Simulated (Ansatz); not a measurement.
C2H7N, singlet: a nudged elastic band.

in.yaml

```yaml
crystal:
  periodic: [false, false, false]
  atoms:
    - {symbol: N, position_ang: [-1.369612, -0.171584, -0.025665]}
    - {symbol: C, position_ang: [0.011995, -0.430553, 0.352010]}
    - {symbol: H, position_ang: [0.390569, -1.403402, -0.000563]}
    - {symbol: H, position_ang: [0.058547, -0.457042, 1.445224]}
    - {symbol: C, position_ang: [0.915257, 0.670706, -0.162100]}
    - {symbol: H, position_ang: [1.950123, 0.506663, 0.146444]}
    - {symbol: H, position_ang: [0.898289, 0.711380, -1.255664]}
    - {symbol: H, position_ang: [0.586463, 1.641540, 0.214309]}
    - {symbol: H, position_ang: [-1.461203, -0.167088, -1.034895]}
    - {symbol: H, position_ang: [-1.980330, -0.900620, 0.321000]}
basis:
  gaussian: {orbitals: def2-SVPD}
hamiltonian: {xc: r2scan, dispersion: d4}
neb:
  images: 3
  climbing: false
  max_iterations: 25
  initial_path: linear
  final_atoms:
    - {symbol: N, position_ang: [-2.201597, 0.056749, -0.074532]}
    - {symbol: C, position_ang: [1.230254, -0.837838, 0.206496]}
    - {symbol: H, position_ang: [1.090018, -1.559013, -0.591330]}
    - {symbol: H, position_ang: [1.045387, -1.189723, 1.215608]}
    - {symbol: C, position_ang: [1.601735, 0.409037, -0.039175]}
    - {symbol: H, position_ang: [1.741632, 1.129667, 0.759563]}
    - {symbol: H, position_ang: [1.786259, 0.759595, -1.049106]}
    - {symbol: H, position_ang: [-1.192893, 0.159572, -0.064789]}
    - {symbol: H, position_ang: [-2.526302, 0.375716, -0.979031]}
    - {symbol: H, position_ang: [-2.574392, 0.696239, 0.616395]}
```

Launched with

```bash
ansatz run in.yaml --threads 2 --pin off --events-out ev --progress --plain --max-ram 4352MiB
```

What Ansatz 0.2.0 printed:

```
Functional definition: r2SCAN
  name "r2SCAN"
  cite "Furness, Kaplan, Ning, Perdew & Sun, J. Phys. Chem. Lett. 11, 8208 (2020) doi:10.1021/acs.jpclett.0c02405"
  cite "Furness, Kaplan, Ning, Perdew & Sun, J. Phys. Chem. Lett. 11, 9248 (2020) doi:10.1021/acs.jpclett.0c03077"
  parent r2scan
  parameter k0 = 0.174
  parameter k1 = 0.065
  parameter a1 = 4.9479
  exchange = r2scan_x(k0 = k0, k1 = k1, a1 = a1)
  correlation = r2scan_c
961 factors; their error is unknown
mean field evaluation 1: about -3664.6651 eV, gradient 6.1e1 eV
mean field evaluation 2: about -3653.2890 eV, gradient 9.1e1 eV
mean field evaluation 4: about -3673.3963 eV, gradient 4.6e0 eV
mean field evaluation 8: about -3673.4469 eV, gradient 9.4e-2 eV
mean field evaluation 16: about -3673.3905 eV, gradient 1.6e-5 eV
mean field -3673.39045999 eV, -134.9946094911 hartree, gradient 1.6e-5 eV, S^2 0.000000; 0 other end points of the search recorded, 0 dependent functions left out
the calculation of the forces begins
reference -3673.39047064 eV, -134.9946098825 hartree; 13, 13 occupied and 103, 103 virtual orbitals, 961 factors
961 factors; their error is unknown
mean field evaluation 32: about -3672.4706 eV, gradient 3.3e-6 eV
mean field -3672.47064103 eV, -134.9608067680 hartree, gradient 3.3e-6 eV, S^2 0.000000; 0 other end points of the search recorded, 0 dependent functions left out
the calculation of the forces begins
reference -3672.47065285 eV, -134.9608072022 hartree; 13, 13 occupied and 103, 103 virtual orbitals, 961 factors
WARN: NEB end point (image 0): max|allowed force component| = 2.555e-1 eV/Å (the criterion of neb.relax_end_points is 1.000e-2). That is over neb.f_tol: it is no minimum, so the barrier can be far off. Relax it first
WARN: NEB end point (image 4): max|allowed force component| = 3.335e-1 eV/Å (the criterion of neb.relax_end_points is 1.000e-2). That is over neb.f_tol: it is no minimum, so the barrier can be far off. Relax it first
961 factors; their error is unknown
mean field -3667.11225764 eV, -134.7638898103 hartree, gradient 1.6e-5 eV, S^2 0.000000; 0 other end points of the search recorded, 0 dependent functions left out
the calculation of the forces begins
reference -3667.11226856 eV, -134.7638902117 hartree; 13, 13 occupied and 103, 103 virtual orbitals, 961 factors
961 factors; their error is unknown
mean field evaluation 64: about -3658.9961 eV, gradient 3.7e-2 eV
mean field -3658.99608191 eV, -134.4656258534 hartree, gradient 1.1e-5 eV, S^2 0.000000; 0 other end points of the search recorded, 0 dependent functions left out
the calculation of the forces begins
reference -3658.99609627 eV, -134.4656263814 hartree; 13, 13 occupied and 103, 103 virtual orbitals, 961 factors
961 factors; their error is unknown
mean field -3667.08954026 eV, -134.7630549621 hartree, gradient 2.4e-6 eV, S^2 0.000000; 0 other end points of the search recorded, 0 dependent functions left out
the calculation of the forces begins
reference -3667.08955308 eV, -134.7630554329 hartree; 13, 13 occupied and 103, 103 virtual orbitals, 961 factors
NEB iter   1: max|band force component| = 4.323e1 eV/Å  barrier→ = 14.3899 eV  barrier← = 13.4669 eV  Δτ_max = 0.2000 Å  (142 SCF iters)
NEB iter   2: max|band force component| = 4.268e0 eV/Å  barrier→ = 4.1997 eV  barrier← = 3.2768 eV  Δτ_max = 0.1975 Å  (104 SCF iters)
NEB iter   3: max|band force component| = 3.764e0 eV/Å  barrier→ = 3.4488 eV  barrier← = 2.5259 eV  Δτ_max = 0.2000 Å  (106 SCF iters)
NEB iter   4: max|band force component| = 5.150e0 eV/Å  barrier→ = 3.2088 eV  barrier← = 2.2858 eV  Δτ_max = 0.1006 Å  (107 SCF iters)
NEB iter   5: max|band force component| = 2.720e0 eV/Å  barrier→ = 2.9397 eV  barrier← = 2.0167 eV  Δτ_max = 0.0991 Å  (95 SCF iters)
NEB iter   6: max|band force component| = 3.896e0 eV/Å  barrier→ = 2.6390 eV  barrier← = 1.7160 eV  Δτ_max = 0.0500 Å  (94 SCF iters)
NEB iter   7: max|band force component| = 2.471e0 eV/Å  barrier→ = 2.4880 eV  barrier← = 1.5650 eV  Δτ_max = 0.1008 Å  (90 SCF iters)
NEB iter   8: max|band force component| = 1.469e0 eV/Å  barrier→ = 2.0996 eV  barrier← = 1.1766 eV  Δτ_max = 0.1734 Å  (96 SCF iters)
NEB iter   9: max|band force component| = 2.200e0 eV/Å  barrier→ = 1.6556 eV  barrier← = 0.7326 eV  Δτ_max = 0.2000 Å  (96 SCF iters)
NEB iter  10: max|band force component| = 9.253e-1 eV/Å  barrier→ = 1.4301 eV  barrier← = 0.5071 eV  Δτ_max = 0.2000 Å  (95 SCF iters)
NEB iter  11: max|band force component| = 5.714e-1 eV/Å  barrier→ = 1.4327 eV  barrier← = 0.5097 eV  Δτ_max = 0.2000 Å  (96 SCF iters)
NEB iter  12: max|band force component| = 4.095e-1 eV/Å  barrier→ = 1.6588 eV  barrier← = 0.7358 eV  Δτ_max = 0.2000 Å  (93 SCF iters)
NEB iter  13: max|band force component| = 3.809e-1 eV/Å  barrier→ = 1.8638 eV  barrier← = 0.9408 eV  Δτ_max = 0.0951 Å  (95 SCF iters)
NEB iter  14: max|band force component| = 3.607e-1 eV/Å  barrier→ = 1.7028 eV  barrier← = 0.7798 eV  Δτ_max = 0.1167 Å  (89 SCF iters)
NEB iter  15: max|band force component| = 2.146e-1 eV/Å  barrier→ = 1.6036 eV  barrier← = 0.6806 eV  Δτ_max = 0.0481 Å  (90 SCF iters)
NEB iter  16: max|band force component| = 2.144e-1 eV/Å  barrier→ = 1.5649 eV  barrier← = 0.6419 eV  Δτ_max = 0.0240 Å  (90 SCF iters)
NEB iter  17: max|band force component| = 1.577e-1 eV/Å  barrier→ = 1.5955 eV  barrier← = 0.6725 eV  Δτ_max = 0.0240 Å  (92 SCF iters)
NEB iter  18: max|band force component| = 1.165e-1 eV/Å  barrier→ = 1.6301 eV  barrier← = 0.7071 eV  Δτ_max = 0.0237 Å  (91 SCF iters)
NEB iter  19: max|band force component| = 5.892e-2 eV/Å  barrier→ = 1.6646 eV  barrier← = 0.7416 eV  Δτ_max = 0.0164 Å  (92 SCF iters)
NEB iter  20: max|band force component| = 6.885e-2 eV/Å  barrier→ = 1.6366 eV  barrier← = 0.7136 eV  Δτ_max = 0.0082 Å  (92 SCF iters)
NEB iter  21: max|band force component| = 3.111e-2 eV/Å  barrier→ = 1.6524 eV  barrier← = 0.7294 eV  highest movable image's point: of a kind that is not told: the force calls were inconclusive, a negative curvature could not be distinguished from the path's own, the only one lies far off the path, or fixed occupations may fill a level only in part  Δτ_max = 0.0000 Å  (636 SCF iters)
Total energy: -3671.76804455 eV, -134.9349868233 hartree
Atom 0 at    -1.521813     0.746695    -0.094990 Å, force    -0.187482     0.089143    -0.102800 eV/Å
Atom 1 at     0.524937    -0.942337     0.347393 Å, force     0.500554    -0.243752     0.030630 eV/Å
Atom 2 at     0.018395    -1.692632    -0.266463 Å, force     0.210588    -0.107346    -0.009840 eV/Å
Atom 3 at     0.354367    -1.015955     1.425470 Å, force     0.278618    -0.133071     0.039361 eV/Å
Atom 4 at     1.152061     0.104062    -0.193068 Å, force     0.395204    -0.314364     0.047418 eV/Å
Atom 5 at     1.532341     0.918879     0.426573 Å, force     0.197313    -0.043887     0.021451 eV/Å
Atom 6 at     1.175135     0.255297    -1.275703 Å, force     0.235852    -0.102514    -0.000938 eV/Å
Atom 7 at    -0.708607     1.381110    -0.157041 Å, force    -0.642966    -0.090870     0.180514 eV/Å
Atom 8 at    -1.308278     0.121876    -0.878845 Å, force    -0.468187     0.287537    -0.114272 eV/Å
Atom 9 at    -1.218440     0.123005     0.666773 Å, force    -0.519493     0.659122    -0.091524 eV/Å
Dipole moment:     0.364931    -0.162498    -0.013619 e Å

[the SCF lines of later steps are left out]
```

The lines “mean field evaluation” count trial sets of orbitals through the whole run, from several starts and some on an approximate energy, so they need not fall steadily or lie above the final value.

The run took about 3.3 min on 2 CPU threads of an Arm Neoverse V1 (shared host).
